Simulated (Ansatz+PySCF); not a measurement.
# singlet C₄H₁₀: levels of theory in one basis

```yaml
atoms:
  - { symbol: H, position_ang: [0.0000, 0.0000, 1.4738] }
  - { symbol: C, position_ang: [0.0000, 0.0000, 0.3677] }
  - { symbol: C, position_ang: [1.4538, 0.0000, -0.0944] }
  - { symbol: C, position_ang: [-0.7269, 1.2590, -0.0944] }
  - { symbol: C, position_ang: [-0.7269, -1.2590, -0.0944] }
  - { symbol: H, position_ang: [1.5159, 0.0000, -1.1960] }
  - { symbol: H, position_ang: [1.9929, 0.8896, 0.2680] }
  - { symbol: H, position_ang: [1.9929, -0.8896, 0.2680] }
  - { symbol: H, position_ang: [-0.7580, 1.3128, -1.1960] }
  - { symbol: H, position_ang: [-1.7669, 1.2811, 0.2680] }
  - { symbol: H, position_ang: [-0.2260, 2.1707, 0.2680] }
  - { symbol: H, position_ang: [-0.7580, -1.3128, -1.1960] }
  - { symbol: H, position_ang: [-0.2260, -2.1707, 0.2680] }
  - { symbol: H, position_ang: [-1.7669, -1.2811, 0.2680] }
```

Basis set: def2-SVP (spherical functions). Frozen core: 4 orbitals. Charge 0, multiplicity 1.

Computed with Ansatz (development build ahead of 0.2.0); each method stands on the lowest determinant of its kind that the runs found. NEVPT2 correlates all electrons. Active spaces start from the frontier orbitals, and the lowest solution found is given.

```tsv
method	E − E(RHF) (eV)	<S²> of the determinant
RHF	0.00	0.00
RHF-MP2	-16.08	–
CASSCF(2,2)	-0.44	–
```

**Question.** What does SC-NEVPT2(2,2) give on the same scale?

**Answer.** -16.37 eV. NEVPT2 here correlates all electrons, so it doesn't share the others' frozen core.

**Question.** Is a single determinant a sound starting point here?

**Answer.** By this sign, yes. Unrestricted orbitals gain 0.00 eV and <S²> is 0.00 against 0.00 for a pure state. The CASSCF(2,2) natural occupations are 1.98, 0.02.
